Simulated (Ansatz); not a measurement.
**SiH2 (singlet): wave-function methods side by side, 6-31G***

One table from this session's results is given with a row withheld; the runs are named, their logs left out.

Program: Ansatz 0.2.0, Gaussian basis. Level of theory: 6-31G*, core rule «outside noble gas», up to 5 orbitals frozen. These are calculated values, not measurements.

To be run: UHF; CCSD(T) on RHF; CCSD(T) on UHF; BCCD(T) on RHF; CISD; CCSDT(Q) on RHF; CCSDT(Q) on UHF; CISDTQ; CCSDTQ on RHF; CCSDTQ on UHF; CASSCF and MRCISD+Q, 6 electrons in 6 orbitals; CASSCF and NEVPT2, 6 electrons in 6 orbitals; Full CI.

49 further runs of the same task are left out: 49 set aside as unsound or not needed.

### The system

The geometry is an MP2(full)/6-31G* stationary point (not a proven minimum).

3 atoms, charge 0, spin multiplicity 1.

Atoms are counted from 1 here; the program's logs count them from 0.

Bond lengths: Si1–H2 1.519 Å, Si1–H3 1.519 Å. Angles: H2–Si1–H3 92.5°.

Set-up of the first run:

Input file in.yaml:

```yaml
crystal:
  periodic: [false, false, false]
  atoms:
    - {symbol: Si, position_ang: [0.000000, 0.000000, 0.070330]}
    - {symbol: H, position_ang: [0.000000, 1.096938, -0.979847]}
    - {symbol: H, position_ang: [0.000000, -1.096938, -0.979847]}
basis:
  gaussian: {orbitals: "6-31G*"}
magnetization: {spin_polarized: true, initial_magnetization: 0}
hamiltonian: {xc: hf}
output: {orbitals: {seedname: orbitals}}
```

Command:

```
> ansatz run in.yaml --threads 1 --pin off --events-out ev --progress --plain --max-ram 2764MiB --backend cpu
```

Steps of the session up to this table: UHF; CCSD(T) on RHF; CCSD(T) on UHF; BCCD(T) on RHF; CISD; CCSDT(Q) on RHF; CCSDT(Q) on UHF; CISDTQ; CCSDTQ on RHF; CCSDTQ on UHF; CASSCF and MRCISD+Q, 6 electrons in 6 orbitals; CASSCF and NEVPT2, 6 electrons in 6 orbitals; Full CI.

One of the session's tables, all rows but one given; the rest of the session is left out.

| method | from FCI (meV) |
| --- | --- |
| RHF | +2571.3 |
| UHF | +2498.6 |
| RMP2 | +736.1 |
| CISD | ? |
| RCCSD | +64.6 |
| RCCSD(T) | +16.6 |
| BCCD(T) | +16.5 |
| RCCSDT | +2.1 |
| CISDTQ | +2.7 |
| RCCSDT(Q) | +0.6 |
| RCCSDTQ | 0.0 |
| CASSCF valence | +1265.3 |
| NEVPT2 valence | +416.0 |
| MRCISD valence | +67.3 |
| MRCISD+Q valence | +33.6 |
| FCI | 0 |

**Question.** Estimate the row for CISD.

**Answer.** from FCI (meV): +156.2. In the column «from FCI (meV)» it lies between MRCISD valence (+67.3) and NEVPT2 valence (+416.0).

Not comparable, so not listed: CCSD(T) on UHF; CCSDTQ on UHF (they don't share determinant, frozen orbitals or solution with the rows shown, or repeat one).
